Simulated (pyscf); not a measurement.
PySCF, gas phase, ωB97X-D3(BJ)/def2-SVP geometries.

### Question
For [F–Mo(F)(F)=S]• + hydrogen fluoride (HF) → [F–Mo(F)(F)(F)–SH]•, an addition across a multiple bond or ene-type step (doublet surface; F–H broken, H–S, F–Mo formed), PBE/def2-TZVP gives ΔE‡ = -4.8 kcal/mol and ΔE = -22.4 kcal/mol (zero: the separated reactants). In which direction and how far do PBE0-D3(BJ)/def2-TZVP, M06-2X/def2-TZVP, ωB97M-D3(BJ)/def2-TZVP move these?

### Answer
PBE0-D3(BJ): ΔE‡ = -2.5 kcal/mol, ΔE = -22.0 kcal/mol; M06-2X: ΔE‡ = 0.5 kcal/mol, ΔE = -18.8 kcal/mol; ωB97M-D3(BJ): ΔE‡ = 0.0 kcal/mol, ΔE = -21.8 kcal/mol. PBE's barrier lies under all of them, by 2.3 to 5.3 kcal/mol. Its reaction energy lies under all of them, by 0.4 to 3.6 kcal/mol. On the reactant side the descent ends in an adduct with a F–Mo contact, 8.1 kcal/mol under the separated species and 6.3 kcal/mol under the saddle at ωB97X-D3(BJ)/def2-TZVP. At PBE, PBE0-D3(BJ) the saddle lies under the separated reactants, which points to a path from their complex (located at ωB97X-D3(BJ) alone). What is counted as formed (F–Mo) is already present as a longer contact in the reactant adduct; forming that adduct is a step of its own. One saddle was located; it need not be the lowest between these sides. Open-shell species with a d-block atom are single-reference here; other states, and whether the spin sits on metal or ligand, were not checked. Elements past Kr carry the def2 core potentials, without spin-orbit coupling.
